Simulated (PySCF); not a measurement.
**C₂H₅N, a complex of two parts: interaction energy**

Programs: PySCF 2.14.0. All values are calculated, for the isolated system unless a continuum is named. Atoms count from 0, parts from 1.

## Step 1: Starting point

8 atoms, charge 0, multiplicity 1; geometry: GFN2-xTB. Parts: 1 = atoms 0–3, `C#C`, charge 0; 2 = atoms 4–7, `N`, charge 0.

## Step 2: Optimising the geometry at PBE0-D3(BJ)/def2-SVPD

Job settings and geometry (Å):

```
{"job": {"xc": "PBE0", "basis": "def2-SVPD", "d3": "d3bj", "grid": 2, "kind": "geom", "shake": 0.01}, "charge": 0, "multiplicity": 1, "parts": [{"atoms": "0-3", "charge": 0, "multiplicity": 1}, {"atoms": "4-7", "charge": 0, "multiplicity": 1}]}
C     -0.620437    -0.107419     0.056874
C      0.534295     0.089123     0.004660
H     -1.699504    -0.237874     0.081497
H      1.615704     0.255998    -0.034899
N      3.674795     0.611690    -0.104836
H      4.170579    -0.125435     0.371157
H      3.943946     1.485945     0.357896
H      4.025090     0.663353    -1.055595
```

Started as:

```sh
OMP_NUM_THREADS=1 python cluster_run.py task.json out
```

One launch serves the whole session: the jobs run in the order shown.

**Question.** How long does this first job take on 1 thread of Intel Xeon Platinum 8488C, shared host, and how much memory does it need?

About 11 s, with a peak of 0.44 GiB.
